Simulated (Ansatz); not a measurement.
SnBr2 (Pnma, No. 62; cell taken from a computed entry), treated with PBEsol in Ansatz (PAW).

Numerical settings: plane-wave cutoff 520 eV, 4×8×4 k mesh (along the axes of the cell as run), Fermi–Dirac smearing 0.01 eV, scalar-relativistic PAW data made under PBE.

Computed at the level's own relaxed cell.

Question: Estimate the band gap that the calculation returns.

Answer: 
- band gap: 2.10 eV

Spin–orbit coupling is not included.

It cost roughly 5 core-minutes of CPU time.

Ansatz is an electronic-structure program.
